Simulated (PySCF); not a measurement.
## Electron affinity of C by level of theory

C⁻ [He] 2s2 2p3 (4S) → C [He] 2s2 2p2 (3P), as a difference of total energies. Calculation: PySCF 2.14, in def2-QZVPPD; the non-relativistic Hamiltonian (point nucleus). Correlated levels: valence and next inner shell: nothing frozen. The calculations carry no spin-orbit coupling.

```tsv
method	electron affinity (eV)
UHF	0.399
MP2 (valence and next inner shell)	1.191
SCS-MP2 (valence and next inner shell)	0.912
CCSD (valence and next inner shell)	1.072
CCSD(T) (valence and next inner shell)	1.134
```

Errors of the correlated levels include the incompleteness of this basis.

Q: Which method comes closest to the reference value, and which is furthest?

A: The reference is 1.262 eV (measured; photodetachment measurements, as compiled on the Wikipedia data page of electron affinities). Closest: MP2 (valence and next inner shell) (error -0.071 eV); furthest: UHF (error -0.863 eV).
